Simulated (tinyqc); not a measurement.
Inside a calculation. Method: ROHF in the sto-3g basis, for NH, spin multiplicity 3. One step of it, computed by the program tinyqc.

Question. Iteration 2: Roothaan effective Fock matrix. With projectors Pc = D(beta) S, Po = (D(alpha) - D(beta)) S, Pv = 1 - D(alpha) S, the block xy is Px^T F Py; with Fc = (F(alpha) + F(beta))/2, the blocks are Fc for cc, oo, vv and cv, F(beta) for co and F(alpha) for ov.

F(alpha) (hartree), lower triangle:
```
             1N 1s      1N 2s     1N 2px     1N 2py     1N 2pz      2H 1s
1N 1s   -15.291470
1N 2s    -3.909615  -1.984115
1N 2px    0.000000   0.000000  -0.440988
1N 2py    0.000000   0.000000   0.000000  -0.440988
1N 2pz   -0.019582  -0.095163   0.000000   0.000000  -0.324384
2H 1s    -0.873488  -0.837247   0.000000   0.000000  -0.515905  -0.522217
```

F(beta) (hartree), lower triangle:
```
             1N 1s      1N 2s    1N 2px    1N 2py     1N 2pz      2H 1s
1N 1s   -15.249549
1N 2s    -3.844712  -1.671216
1N 2px    0.000000   0.000000  0.362935
1N 2py    0.000000   0.000000  0.000000  0.362935
1N 2pz   -0.019582  -0.095163  0.000000  0.000000  -0.242147
2H 1s    -0.857288  -0.743844  0.000000  0.000000  -0.495630  -0.484979
```

D(alpha) after iteration 1, lower triangle:
```
            1N 1s      1N 2s    1N 2px    1N 2py    1N 2pz     2H 1s
1N 1s    1.056104
1N 2s   -0.239424   1.047797
1N 2px   0.000000   0.000000  1.000000
1N 2py   0.000000   0.000000  0.000000  1.000000
1N 2pz   0.040066  -0.224812  0.000000  0.000000  0.491044
2H 1s   -0.007855  -0.057354  0.000000  0.000000  0.356722  0.271174
```

D(beta) after iteration 1, lower triangle:
```
            1N 1s      1N 2s    1N 2px    1N 2py    1N 2pz     2H 1s
1N 1s    1.056104
1N 2s   -0.239424   1.047797
1N 2px   0.000000   0.000000  0.000000
1N 2py   0.000000   0.000000  0.000000  0.000000
1N 2pz   0.040066  -0.224812  0.000000  0.000000  0.491044
2H 1s   -0.007855  -0.057354  0.000000  0.000000  0.356722  0.271174
```

overlap S, lower triangle:
```
           1N 1s     1N 2s    1N 2px    1N 2py    1N 2pz     2H 1s
1N 1s   1.000000
1N 2s   0.235038  1.000000
1N 2px  0.000000  0.000000  1.000000
1N 2py  0.000000  0.000000  0.000000  1.000000
1N 2pz  0.000000  0.000000  0.000000  0.000000  1.000000
2H 1s   0.051533  0.462411  0.000000  0.000000  0.420889  1.000000
```

Give: effective F.

Answer.

effective F (hartree), lower triangle:
```
           1N 1s    1N 2s   1N 2px   1N 2py   1N 2pz    2H 1s
1N 1s   -15.2705
1N 2s    -3.8772  -1.8277
1N 2px    0.0000   0.0000  -0.0390
1N 2py    0.0000   0.0000   0.0000  -0.0390
1N 2pz   -0.0196  -0.0952   0.0000   0.0000  -0.2833
2H 1s    -0.8654  -0.7905   0.0000   0.0000  -0.5058  -0.5036
```
